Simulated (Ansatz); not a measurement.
# V$_{2}$O$_{5}$ (C2/m)

Level of theory: DFT PBEsol, scalar-relativistic, plane waves, PAW in Ansatz 0.2.0.

Settings: cutoff 420 eV, Γ-centred mesh 8×8×4 on the computed 21-atom cell, Gaussian smearing of 0.02 eV; no spin polarisation.

The structure is relaxed at this level of theory with its symmetry kept. This form isn't the usual stable structure of the compound.

```cif
data_structure
_symmetry_space_group_name_H-M 'C2/m'
_symmetry_Int_Tables_number 12
_cell_length_a 15.4452
_cell_length_b 3.5642
_cell_length_c 10.1600
_cell_angle_alpha 90.000
_cell_angle_beta 110.646
_cell_angle_gamma 90.000
_cell_volume 523.38
loop_
_atom_site_label
_atom_site_type_symbol
_atom_site_symmetry_multiplicity
_atom_site_Wyckoff_symbol
_atom_site_fract_x
_atom_site_fract_y
_atom_site_fract_z
_atom_site_occupancy
V1 V 4 i 0.61751 0.50000 0.11366 1
V2 V 4 i 0.78923 0.50000 0.41255 1
V3 V 4 i 0.83891 0.50000 0.11039 1
O1 O 4 i 0.68301 0.50000 0.94425 1
O2 O 4 i 0.61309 0.50000 0.26710 1
O3 O 4 i 0.74433 0.50000 0.57443 1
O4 O 4 i 0.86363 0.50000 0.92657 1
O5 O 4 i 0.76633 0.50000 0.22217 1
O6 O 4 i 0.89690 0.50000 0.47670 1
O7 O 4 i 0.93964 0.50000 0.22060 1
O8 O 2 a 0.00000 0.00000 0.00000 1
```

| Property | Result |
| --- | --- |
| Space group | C2/m (No. 12) |
| Volume per atom | 12.46 Å³ |
| Formation energy from the elements' standard states (uncorrected) | -2.303 eV/atom |
| Kohn–Sham band gap | 1.47 eV, indirect from (0.219, -0.219, -0.469) to Y2 (the valley at M2 lies within 0.03 eV, so the order isn't resolved) |
| Löwdin character of the top 1 eV of the valence band | O 2p 94 % |
| Löwdin character of the lowest 1 eV of the conduction band | V 3d 84 %, O 2p 14 % (semilocal functionals without a Hubbard U place empty 3d levels too low) |
| Electron masses at the edge by Cartesian direction of the standard setting (m_e; degenerate bands sorted by energy; no spin-orbit coupling) | x: 3.2; y: 0.63; z: over 30 |
| Hole masses at the edge by Cartesian direction of the standard setting (m_e; degenerate bands sorted by energy; no spin-orbit coupling) | x: 4.7; y: 2.5; z: over 30 |

A ferromagnetic start lost its moments in a first run, so spin was left out; other magnetic orders weren't tried.

Cost: 3 runs of about 19 core-minutes in all, on Intel Xeon Platinum 8488C (Sapphire Rapids) (shared hosts).